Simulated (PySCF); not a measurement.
**C4H7N: geometry, NMR shifts, spin-spin couplings, electronic excitations and core binding energies**

Wanted: the NMR shifts, spin-spin couplings, electronic excitations and core binding energies of C4H7N (`N[C@@H]1C=CC1`), by calculation.

Programs: PySCF 2.14.0, with density-fitted response routines of our own. Each step states its level of theory. These are calculated values for one molecule in the gas phase, unless marked as measured. Atoms are numbered from 0 throughout.

### Step 1. The molecule as given

12 atoms, charge 0, multiplicity 1; geometry from: GFN2-xTB.

Bonds of the start (Å): N0–C1 1.44, C1–C2 1.51, C2–C3 1.33, C3–C4 1.50, C4–C1 1.57, N0–H5 1.01, N0–H6 1.01, C1–H7 1.09, C2–H8 1.07, C3–H9 1.08, C4–H10 1.09, C4–H11 1.09.

### Step 2. Geometry optimisation at PBE0-D3(BJ)/def2-SVP

Job settings and geometry (Å):

```
{"job": {"xc": "PBE0", "basis": "def2-SVP", "d3": "d3bj", "grid": 1, "kind": "geom"}, "charge": 0, "multiplicity": 1}
N      1.666135    -0.311627    -0.508105
C      0.393651    -0.565547     0.117102
C     -0.800722    -0.606051    -0.805830
C     -1.446625     0.366564    -0.172234
C     -0.364182     0.603360     0.843313
H      1.601260     0.487650    -1.129755
H      2.376827    -0.117889     0.189123
H      0.496878    -1.455750     0.745026
H     -1.010114    -1.222675    -1.659698
H     -2.407190     0.833375    -0.296284
H     -0.636258     0.416562     1.881552
H      0.131538     1.571343     0.769764
```

**Question.** This job is followed by: GIAO PBE0/pcSseg-1 NMR shielding, non-relativistic, gas phase; B3LYP/pcJ-1 indirect spin-spin coupling, non-relativistic, gas phase; TDDFT CAM-B3LYP/def2-SVPD, vertical, gas phase, core orbitals frozen in the response; GIAO CAM-B3LYP/pcSseg-2 NMR shielding, non-relativistic, gas phase; delta-SCF UKS SCAN, pcX-2 on the ionised atom, pcseg-1 elsewhere, spin-free X2C. What will the session give for the following? point group; rotational constants (main isotopes); ¹³C shifts against TMS (PBE0/pcSseg-1); ¹H shifts against TMS (PBE0/pcSseg-1, means over atoms taken as alike); ¹⁵N shifts against NH3 (PBE0/pcSseg-1); largest coupling of the table (B3LYP/pcJ-1); lowest singlet (CAM-B3LYP/def2-SVPD); brightest single state of those computed; lowest triplet; vertical ionisation energy (ΔSCF); C1s binding energies, SCAN/pcX-2; N1s binding energies, SCAN/pcX-2; range of the shift of C2.

As calculated:

| quantity | value |
| --- | --- |
| point group | C1 |
| rotational constants (main isotopes) | 10.68, 4.76, 3.76 GHz |
| ¹³C shifts against TMS (PBE0/pcSseg-1) | 151.1, 145.1, 58.1, 48.0 ppm |
| ¹H shifts against TMS (PBE0/pcSseg-1, means over atoms taken as alike) | 6.35, 6.27, 3.80, 2.87, 1.82, 0.51 ppm |
| ¹⁵N shifts against NH3 (PBE0/pcSseg-1) | 51.5 ppm |
| largest coupling of the table (B3LYP/pcJ-1) | ¹J(C,H) C2–H8, 179.0 Hz |
| lowest singlet (CAM-B3LYP/def2-SVPD) | 5.95 eV (208 nm), f = 0.006 |
| brightest single state of those computed | state 3, 6.98 eV, f = 0.142 |
| lowest triplet | 4.23 eV |
| vertical ionisation energy (ΔSCF) | 9.17 eV |
| C1s binding energies, SCAN/pcX-2 | C1 291.43, C4 290.45, C3 290.34, C2 290.13 eV |
| N1s binding energies, SCAN/pcX-2 | N0 404.94 eV |
| range of the shift of C2 | 151.1 to 157.4 ppm |

**Reading.** Over 3 steps the energy fell by 0.041 eV; of the close pairs, C2–H8 changed most, 1.074 to 1.094 Å. At PBE0/pcSseg-1: The widest tensor belongs to C3: span 237 ppm, with a paramagnetic part of -215 ppm. In the run at B3LYP/pcJ-1, the largest coupling of the table is C2–H8, 179.0 Hz, of which the Fermi-contact term gives 178.4 Hz. Couplings across rotatable bonds belong to this one conformer; where others are populated, the observed values are averages. The first singlet state (HOMO→LUMO 0.94) lies at 5.95 eV and is weak; of the 10 states computed, the strongest absorption comes from state 3 at 6.98 eV. The lowest triplet lies 1.72 eV below the lowest singlet (triplets in Tamm-Dancoff, singlets in full TDDFT). ΔSCF puts the ionisation energy at 9.17 eV, 0.95 eV above −ε(HOMO). C1 (allylic sp3 CH bonded to N) binds its C1s electron 1.30 eV more tightly than C2 (alkene CH). Across the 2 runs the shift of C2 moves most, between 151.1 (PBE0/pcSseg-1) and 157.4 ppm (CAM-B3LYP/pcSseg-2).
